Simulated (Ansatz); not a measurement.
CH₃, doublet: cost against accuracy

Geometry (MP2(full)/6-31G*, from the G2/97 set):

```json
{"atom": "C", "x (Å)": "0.0000", "y (Å)": "0.0000", "z (Å)": "0.0000"}
{"atom": "H", "x (Å)": "0.0000", "y (Å)": "1.0784", "z (Å)": "0.0000"}
{"atom": "H", "x (Å)": "0.9339", "y (Å)": "-0.5392", "z (Å)": "0.0000"}
{"atom": "H", "x (Å)": "-0.9339", "y (Å)": "-0.5392", "z (Å)": "0.0000"}
```

Measured, as an electronic atomization energy: 1286.4 kJ/mol (G2/97 heats of formation of molecule and atoms, with zero-point and thermal terms from B3LYP taken off; Curtiss et al., J. Chem. Phys. 106, 1063 (1997), Staroverov et al., J. Chem. Phys. 119, 12129 (2003)). The measured value holds scalar relativity and spin–orbit coupling, which all computed ones lack, and core correlation, which the wave-function levels lack. Atoms are taken at the same level, with ROHF references for molecule and atoms in the R rows. The atoms' steps beyond CCSDT(Q) are taken from restricted open-shell runs, which share full CI's core. Ansatz 0.2.0; the 6-31G* set has Cartesian d functions; a miss is computed less measured; times are wall times on shared hosts and scatter by a factor of two or so. A small miss in a small set is a cancellation of the method's error against the basis error.

```
                     level    basis  miss (kJ/mol)       time of the run              hardware
                   RPA-PBE   STO-3G           35.5                0.18 s          1 CPU thread
                  RCCSD(T)   STO-3G           67.8                0.18 s          1 CPU thread
                  UCCSD(T)   STO-3G           67.8                0.19 s          1 CPU thread
                      PBE0   STO-3G          259.7                0.21 s          1 CPU thread
                     B3LYP    6-31G           -8.7                0.24 s          1 CPU thread
                       PBE    6-31G           -1.2                0.25 s          1 CPU thread
                     B3LYP   6-31G*            3.1                0.27 s          1 CPU thread
                      PBE0   6-31G*           -0.9                0.27 s          1 CPU thread
                  UCCSD(T)   6-31G*         -121.9                0.28 s          1 CPU thread
                    B2PLYP    6-31G          -59.5                0.28 s          1 CPU thread
                   RPA-PBE    6-31G         -201.8                0.28 s          1 CPU thread
                     SPW92  cc-pVTZ          130.4                 0.3 s          1 CPU thread
                  RCCSD(T)  cc-pVDZ          -85.0                 0.3 s          1 CPU thread
                    B2PLYP   6-31G*          -38.1                 0.3 s          1 CPU thread
                 CAM-B3LYP   STO-3G          277.5                 0.3 s          1 CPU thread
                    B2PLYP  cc-pVDZ          -41.6                0.33 s          1 CPU thread
                  PBE-QIDH  cc-pVDZ          -39.7                0.37 s          1 CPU thread
    NEVPT2 (valence space)    6-31G         -155.8                0.46 s          1 CPU thread
                     B3LYP  cc-pVTZ            9.6                0.52 s          1 CPU thread
    NEVPT2 (valence space)  cc-pVDZ         -107.3                0.55 s          1 CPU thread
                 CAM-B3LYP  cc-pVTZ           12.2                0.57 s          1 CPU thread
                      PBE0  cc-pVTZ            3.0  0.61 s (with forces)          1 CPU thread
                   RPA-PBE  cc-pVTZ          -70.2                0.63 s          1 CPU thread
                   wB97M-V   6-31G*            4.2                0.79 s          1 CPU thread
NEVPT4(SD) (valence space)  cc-pVDZ          -89.8                0.91 s          1 CPU thread
  MRCISD+Q (valence space)  cc-pVDZ          -87.2                   1 s          1 CPU thread
                 UCCSDT(Q)    6-31G         -153.7                 1.6 s          1 CPU thread
                       PBE  cc-pVQZ           11.3                 1.9 s  H100 + 2 CPU threads
                 RCCSDT(Q)   6-31G*         -121.5                 2.2 s          1 CPU thread
                    B2PLYP  cc-pVQZ            1.8                 2.6 s  H100 + 2 CPU threads
                      PBE0  cc-pVQZ            4.5                 2.8 s  H100 + 2 CPU threads
                     B3LYP  cc-pVQZ           11.5                 2.9 s  H100 + 2 CPU threads
                   r2SCANh  cc-pVQZ           14.1                   3 s  H100 + 2 CPU threads
  MRCISD+Q (valence space)  cc-pVTZ          -27.5                   3 s  H100 + 2 CPU threads
                   BCCD(T)  cc-pVQZ          -10.1                 3.2 s  H100 + 2 CPU threads
                   wB97M-V  cc-pVQZ            0.0                 4.8 s  H100 + 2 CPU threads
                   RCCSDTQ    6-31G         -153.6                 8.5 s          1 CPU thread
                   UCCSDTQ    6-31G         -153.7                 8.5 s          1 CPU thread
                   full CI  cc-pVDZ          -84.5                 8.5 s  H100 + 2 CPU threads
                   UCCSDTQ  cc-pVDZ          -84.5                   9 s  H100 + 2 CPU threads
```

The smallest set from which on each level stays within 1 kcal/mol of its own cc-pVQZ value (sets in order of size: STO-3G, 6-31G, 6-31G*, cc-pVDZ, cc-pVTZ, cc-pVQZ): RHF cc-pVTZ; UHF cc-pVTZ; PBE cc-pVTZ; r2SCAN cc-pVTZ; B3LYP cc-pVTZ; wB97M-V cc-pVTZ; B2PLYP none (cc-pVTZ is 1.4 kcal/mol off); RMP2 none (cc-pVTZ is 3.6 kcal/mol off); UMP2 none (cc-pVTZ is 3.6 kcal/mol off); RCCSD(T) none (cc-pVTZ is 3.3 kcal/mol off); UCCSD(T) none (cc-pVTZ is 3.3 kcal/mol off).
